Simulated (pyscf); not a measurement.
PySCF, gas phase, ωB97X-D3(BJ)/def2-SVP geometries.

Task: For H₃C–CH₂–ZnH + HF -> H₃C–CH₂–Zn–F + H₂, a four-centre exchange (singlet surface; H–Zn, F–H broken, F–Zn, H–H formed), PBE/def2-TZVP gives ΔE‡ = 0.13 eV and ΔE = -0.81 eV (zero: the separated reactants). In which direction and how far do r²SCAN/def2-TZVP, M06-2X/def2-TZVP, ωB97M-D3(BJ)/def2-TZVP move these?

Result: r²SCAN: ΔE‡ = 0.11 eV, ΔE = -0.87 eV; M06-2X: ΔE‡ = 0.18 eV, ΔE = -0.88 eV; ωB97M-D3(BJ): ΔE‡ = 0.31 eV, ΔE = -0.75 eV. PBE's barrier lies among them. Its reaction energy lies among theirs. On the reactant side the descent ends in a complex, 0.22 eV under the separated species and 0.49 eV under the saddle at ωB97X-D3(BJ)/def2-TZVP. At the saddle there is also a short H–Zn contact that neither side keeps. One saddle was located; it need not be the lowest between these sides. Elements up to Kr have no core potential and no relativistic terms here.
